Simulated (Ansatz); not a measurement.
Basis sets over 5 cases of the optimised length of bonds to hydrogen at PBE0 with Ansatz (elements up to F), each against its own reference: (a) the value in aug-pcseg-3; (b) the value in def2-QZVPPD; (c) the value in pcseg-4. By their distance from other large sets or by the extrapolation step the references are unsure by up to roughly 0.0001 Å. Each level at its own minimum; unrestricted open shells; no added dispersion term; no relativity. Cartesian d functions in some cases of 6-31G**, 6-31+G*. Core-valence sets carry the plain set on hydrogen. 

Cases are drawn at random; left out are references unsure by over 0.0017 Å, doubtful singlets, and cases whose largest runs show a restricted determinant unstable towards unrestricted orbitals, <S^2> over 0.1 too high or, where CCSD(T) ran, T1 over 0.025 (0.045 for open shells). Sets are drawn from those converged to one state in every case.

Cases (SMILES) and reference values:
- C(=[CH])=O, doublet, one C-H bond length: 1.0716 Å (b)
- O (H2O), one O-H bond length: 0.9575 Å (c)
- [NH+]#[C-] (C-NH), one N-H bond length: 0.9961 Å (a)
- O[O] (O-OH), doublet, one O-H bond length: 0.9719 Å (a)
- [N]=B (BH-N), doublet, one B-H bond length: 1.1726 Å (a)

```json
[
 {"basis": "STO-3G", "functions over def2-SVP (largest species, mean of cases)": "0.3", "mean signed deviation (Å)": "0.0326", "mean absolute": "0.0373", "largest": "0.0711", "within 0.005 Å": "1 of 5"},
 {"basis": "pcseg-0", "functions over def2-SVP (largest species, mean of cases)": "0.6", "mean signed deviation (Å)": "0.0177", "mean absolute": "0.0182", "largest": "0.0379", "within 0.005 Å": "2 of 5"},
 {"basis": "3-21G", "functions over def2-SVP (largest species, mean of cases)": "0.6", "mean signed deviation (Å)": "0.0122", "mean absolute": "0.0164", "largest": "0.0336", "within 0.005 Å": "2 of 5"},
 {"basis": "def2-SV(P)", "functions over def2-SVP (largest species, mean of cases)": "0.9", "mean signed deviation (Å)": "0.0127", "mean absolute": "0.0127", "largest": "0.0226", "within 0.005 Å": "0 of 5"},
 {"basis": "def2-SVP", "functions over def2-SVP (largest species, mean of cases)": "1.0", "mean signed deviation (Å)": "0.0083", "mean absolute": "0.0083", "largest": "0.0143", "within 0.005 Å": "0 of 5"},
 {"basis": "6-31G**", "functions over def2-SVP (largest species, mean of cases)": "1.1", "mean signed deviation (Å)": "0.0029", "mean absolute": "0.0029", "largest": "0.0042", "within 0.005 Å": "5 of 5"},
 {"basis": "6-31+G*", "functions over def2-SVP (largest species, mean of cases)": "1.2", "mean signed deviation (Å)": "0.0056", "mean absolute": "0.0056", "largest": "0.0077", "within 0.005 Å": "3 of 5"},
 {"basis": "6-311G**", "functions over def2-SVP (largest species, mean of cases)": "1.3", "mean signed deviation (Å)": "0.0007", "mean absolute": "0.0008", "largest": "0.0021", "within 0.005 Å": "5 of 5"},
 {"basis": "def2-SVPD", "functions over def2-SVP (largest species, mean of cases)": "1.5", "mean signed deviation (Å)": "0.0066", "mean absolute": "0.0066", "largest": "0.0107", "within 0.005 Å": "2 of 5"},
 {"basis": "aug-cc-pVDZ", "functions over def2-SVP (largest species, mean of cases)": "1.7", "mean signed deviation (Å)": "0.0063", "mean absolute": "0.0063", "largest": "0.0106", "within 0.005 Å": "2 of 5"},
 {"basis": "6-311++G(2d,2p)", "functions over def2-SVP (largest species, mean of cases)": "1.9", "mean signed deviation (Å)": "0.0001", "mean absolute": "0.0003", "largest": "0.0007", "within 0.005 Å": "5 of 5"},
 {"basis": "def2-TZVP", "functions over def2-SVP (largest species, mean of cases)": "2.0", "mean signed deviation (Å)": "0.0016", "mean absolute": "0.0016", "largest": "0.0030", "within 0.005 Å": "5 of 5"},
 {"basis": "cc-pVTZ", "functions over def2-SVP (largest species, mean of cases)": "2.3", "mean signed deviation (Å)": "0.0003", "mean absolute": "0.0003", "largest": "0.0008", "within 0.005 Å": "5 of 5"},
 {"basis": "def2-TZVPP", "functions over def2-SVP (largest species, mean of cases)": "2.3", "mean signed deviation (Å)": "0.0004", "mean absolute": "0.0004", "largest": "0.0008", "within 0.005 Å": "5 of 5"},
 {"basis": "jun-cc-pV(T+d)Z", "functions over def2-SVP (largest species, mean of cases)": "2.8", "mean signed deviation (Å)": "0.0008", "mean absolute": "0.0008", "largest": "0.0012", "within 0.005 Å": "5 of 5"},
 {"basis": "cc-pCVTZ", "functions over def2-SVP (largest species, mean of cases)": "3.0", "mean signed deviation (Å)": "0.0005", "mean absolute": "0.0005", "largest": "0.0008", "within 0.005 Å": "5 of 5"},
 {"basis": "aug-pcseg-2", "functions over def2-SVP (largest species, mean of cases)": "3.5", "mean signed deviation (Å)": "0.0002", "mean absolute": "0.0003", "largest": "0.0005", "within 0.005 Å": "5 of 5"},
 {"basis": "aug-cc-pVTZ", "functions over def2-SVP (largest species, mean of cases)": "3.5", "mean signed deviation (Å)": "0.0008", "mean absolute": "0.0008", "largest": "0.0014", "within 0.005 Å": "5 of 5"},
 {"basis": "def2-QZVPP", "functions over def2-SVP (largest species, mean of cases)": "4.4", "mean signed deviation (Å)": "-0.0001", "mean absolute": "0.0002", "largest": "0.0004", "within 0.005 Å": "5 of 5"},
 {"basis": "pcseg-3", "functions over def2-SVP (largest species, mean of cases)": "4.7", "mean signed deviation (Å)": "-0.0001", "mean absolute": "0.0001", "largest": "0.0002", "within 0.005 Å": "5 of 5"}
]
```

Among the sets for which every case ran a larger relative (same family, alike in diffuse functions, listed or not), the smallest listed that holds all cases within 0.005 Å together with them is 6-31G**, at 1.1 times the functions of def2-SVP. Inside, though some case ran no larger relative to test it: 6-311G**, cc-pCVTZ, aug-pcseg-2, aug-cc-pVTZ, def2-QZVPP, pcseg-3. Largest deviations of relatives not listed, over the cases that ran them: 6-311++G(3df,3pd) 0.0006, cc-pVQZ 0.0003, cc-pV5Z 0.0001, def2-QZVP 0.0004, aug-cc-pVQZ 0.0002, aug-pcseg-3 0.0000, pcseg-4 0.0000 Å. A case lies within its reference's uncertainty of the window's edge in def2-SVP, 6-31+G*. These figures hold for the cases listed.

Ansatz is a first-principles code.
